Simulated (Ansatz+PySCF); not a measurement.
doublet HF(-): levels of theory in one basis

```xyz
2

H     0.0000    0.0000   -0.8282
F     0.0000    0.0000    0.0920
```

Basis set: aug-cc-pVDZ (spherical functions). Correlated methods keep 1 orbital frozen. Correlation on ROHF uses semicanonical orbitals with singles. Charge -1, multiplicity 2.

Computed with Ansatz (development build ahead of 0.2.0); each method stands on the lowest determinant of its kind that the runs found. NEVPT2 correlates all electrons. Active spaces start from the frontier orbitals, and the lowest solution found is given.

| method | E − E(ROHF) (eV) | <S²> of the determinant |
| --- | --- | --- |
| ROHF | 0.00 | 0.75 |
| UHF | 0.00 | 0.75 |
| ROHF-MP2 | -6.17 | – |
| UHF-MP2 | -6.18 | 0.75 |
| ROHF-CCSD(T) | -6.41 | – |
| CASSCF(3,3) | -0.60 | – |
| SC-NEVPT2(3,3) | -6.22 | – |

What does ROHF-CCSD give on the same scale?

-6.28 eV.

Is a single determinant a sound starting point here?

By this sign, yes. Unrestricted orbitals gain 0.00 eV and <S²> is 0.75 against 0.75 for a pure state. The CASSCF(3,3) natural occupations are 1.98, 1.00, 0.02.

Caution for CASSCF(3,3): other starts end on other solutions of this active space.
